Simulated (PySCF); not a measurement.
Molecule: `FP(F)F`, F3P.

Geometry:
| atom | x (Å) | y (Å) | z (Å) |
| --- | --- | --- | --- |
| F1 | -0.827 | -1.065 | -0.378 |
| P2 | 0.018 | -0.107 | 0.579 |
| F3 | 1.379 | -0.138 | -0.253 |
| F4 | -0.532 | 1.282 | 0.017 |

Geometry PBE0-D3(BJ)/def2-SVP throughout; GIAO in PySCF, gas phase, one conformer, non-relativistic; equivalent atoms averaged; basis pcSseg-2.

**Question.** How do the absolute shieldings σ depend on the functional? (ppm; last column core-seconds on 1 thread of an Arm Neoverse V1, shared host; the GGAs took longer than the global hybrids here, which isn't the general rule, and the cause wasn't traced)

**Answer.** 
```
functional           kind  F1/F3/F4     P2  core-s
        HF   Hartree–Fock     252.8  251.0     2.5
       LDA            LDA     166.3  119.7     5.7
       PBE            GGA     176.1  148.2     7.1
      BLYP            GGA     177.0  136.4     6.8
      BP86            GGA     178.0  146.2     6.7
      OPBE            GGA     190.0  184.1     7.1
       KT2            GGA     177.3  187.8     7.1
       KT3            GGA     188.0  197.8     7.1
     B97-D            GGA     190.9  164.4       7
     B3LYP  global hybrid     194.6  157.3     4.8
      PBE0  global hybrid     198.7  174.0     4.9
  mPW1PW91  global hybrid     200.1  171.2     4.9
```

**Question.** Which nucleus moves most, in ppm?

**Answer.** P2 (phosphorus bonded to 3 F): from 119.7 ppm with LDA to 251.0 ppm with HF. The smallest spread is 86.5 ppm, at F1/F3/F4.
